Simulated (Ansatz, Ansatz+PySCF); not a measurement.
```json
{"atom": "O", "x (Å)": "-1.7716", "y (Å)": "-0.1467", "z (Å)": "0.0000"}
{"atom": "H", "x (Å)": "-1.0812", "y (Å)": "0.4685", "z (Å)": "0.0000"}
{"atom": "H", "x (Å)": "-1.0452", "y (Å)": "-0.8390", "z (Å)": "0.0000"}
{"atom": "O", "x (Å)": "1.6172", "y (Å)": "0.7147", "z (Å)": "0.0000"}
{"atom": "O", "x (Å)": "1.7674", "y (Å)": "-0.4127", "z (Å)": "0.0000"}
```

Basis set: cc-pVTZ (spherical functions). Frozen core: 3 orbitals. Correlation on ROHF uses semicanonical orbitals with singles. Charge 0, multiplicity 3.

Computed with Ansatz (development build ahead of 0.2.0); each method stands on the lowest determinant of its kind that the runs found.

The atomization energy at this shape (free ground-state atoms in the same class of orbitals less the molecule, no zero-point energy) of triplet H2O3:

```json
{"method": "ROHF-MP2", "atomization energy": "15.13 eV"}
{"method": "UHF-MP2", "atomization energy": "14.77 eV"}
```

(1) What does UHF-CCSD(T) give?

Answers

(1) 14.14 eV.
